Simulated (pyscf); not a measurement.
Optimised with ωB97X-D3(BJ)/def2-SVP in PySCF.

**Question.** PBE/def2-TZVP puts the barrier of H₃C–Si(CH₃)(CH₃)–OH + H₂O → CH₄ + H₃C–Si(CH₃)(OH)–OH (four-centre exchange; singlet surface; C–Si, H–O broken, C–H, O–Si formed) at 157.7 kJ/mol and the reaction energy at -114.2 kJ/mol, from the separated reactants. What do PBE0-D3(BJ)/def2-TZVP, M06-2X/def2-TZVP, ωB97M-D3(BJ)/def2-TZVP give on the same structures?

**Answer.** PBE0-D3(BJ): ΔE‡ = 168.8 kJ/mol, ΔE = -112.0 kJ/mol; M06-2X: ΔE‡ = 174.1 kJ/mol, ΔE = -125.1 kJ/mol; ωB97M-D3(BJ): ΔE‡ = 176.4 kJ/mol, ΔE = -117.9 kJ/mol. PBE's barrier lies under all of them, by 11.1 to 18.7 kJ/mol. Its reaction energy lies among theirs. Low barriers are usual for a GGA, whose delocalisation error favours stretched bonds. On the reactant side the descent ends in a complex (not fully relaxed), 24.7 kJ/mol under the separated species and 206.5 kJ/mol under the saddle at ωB97X-D3(BJ)/def2-TZVP. This is the saddle that the search found; another between the same sides may lie lower.
